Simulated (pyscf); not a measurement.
Routes from HC≡N + CH₄

Candidate steps break at most two bonds and form at most two. Each was searched with GFN2-xTB (tblite) first. PySCF, gas phase, ωB97X-D3(BJ)/def2-SVP geometries. Energies: ωB97M-D3(BJ)/def2-TZVP, kcal/mol, from the separated reactants, singlet surface; ΔG‡ with ideal gas, 1 atm, RRHO with modes under 100 cm⁻¹ raised to 100, one conformer, R ln 2 for chiral ones without a mode under 150 cm⁻¹.

| products | type | ΔE‡ | ΔE | ΔG‡ 298 K | ΔG‡ 900 K | ν‡ (cm⁻¹) |
|---|---|---|---|---|---|---|
| H₃C–CH=NH | addition across a multiple bond or ene-type step | 95.0 | -7.5 | 102.3 | 120.2 | 1320i |
| H₂C=N–CH₃ | addition across a multiple bond or ene-type step | 99.9 | +1.6 | 107.4 | 125.4 | 1010i |

Row 1: On the product side the descent ends in a point that may be a rotor saddle (no frequency run), 1.4 kcal/mol over the lowest minimum found and 105.4 kcal/mol under the saddle at ωB97X-D3(BJ)/def2-TZVP. Row 2: On the product side the descent ends in a point that may be a rotor saddle (no frequency run), 2.1 kcal/mol over the lowest minimum found and 100.4 kcal/mol under the saddle at ωB97X-D3(BJ)/def2-TZVP. 

Plain bond fissions and candidates not yet searched are not listed, and one of them may be faster. Each barrier is that of the saddle found; lower ones may exist. A restricted solution here is unstable towards spin polarisation, so biradical character is likely and single-reference numbers are less safe.
